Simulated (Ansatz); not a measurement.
AlSiH₄, doublet: from triple and quadruple zeta to the limit

```json
{"atom": "Al", "x (Å)": "-1.7315", "y (Å)": "0.0252", "z (Å)": "0.0000"}
{"atom": "H", "x (Å)": "-2.5244", "y (Å)": "1.3986", "z (Å)": "0.0000"}
{"atom": "H", "x (Å)": "-2.5244", "y (Å)": "-1.3482", "z (Å)": "0.0000"}
{"atom": "H", "x (Å)": "0.1875", "y (Å)": "0.0252", "z (Å)": "0.0000"}
{"atom": "Si", "x (Å)": "1.7605", "y (Å)": "0.0252", "z (Å)": "0.0000"}
{"atom": "H", "x (Å)": "2.1569", "y (Å)": "-1.4543", "z (Å)": "0.0000"}
```

Connectivity, by distances: AlH2 ··· SiH, 1 bridging H.

Ansatz 0.2.0, UHF determinant, valence electrons correlated. Energies in eV.

| set | X | functions | Hartree–Fock | MP2 correlation | CCSD(T) correlation | time |
| --- | --- | --- | --- | --- | --- | --- |
| def2-TZVPP | 3 | 140 | -14505.2298 | -5.2409 | -6.6835 | 6 s on 1 × NVIDIA H100 80GB HBM3 with 1 thread of AMD EPYC 7R13 Processor (Zen 3), on a shared host |
| def2-QZVPP | 4 | 260 | -14505.6732 | -5.5948 | -6.9620 | 26 s on 1 × NVIDIA H100 80GB HBM3 with 1 thread of AMD EPYC 7R13 Processor (Zen 3), on a shared host |

Hartree–Fock is taken to follow E(X) = E∞ + A·exp(−7.88·√X), correlation E(X) = E∞ + B·X^−2.97.

Work out the CCSD(T) energy at the limit, and how far the shortcut misses it that extrapolates MP2 and adds CCSD(T) minus MP2 from the smaller set.

Hartree–Fock: E∞ = E4 + 0.1377·(E4 − E3) = -14505.7342. Correlation: E∞ = E4 + 0.7407·(E4 − E3) = -7.1682 for CCSD(T) and -5.8569 for MP2. The limit is -14512.9024 eV, 0.267 eV below def2-QZVPP. The shortcut gives a correlation energy of -5.8569 + (-1.4426) = -7.2996, 131 meV lower than the direct value.

Past Ne part of the Hartree–Fock step between the two sets comes from the cores, which don't follow the formula, so the 61 meV that it adds to the total can overshoot; that part largely cancels in differences.
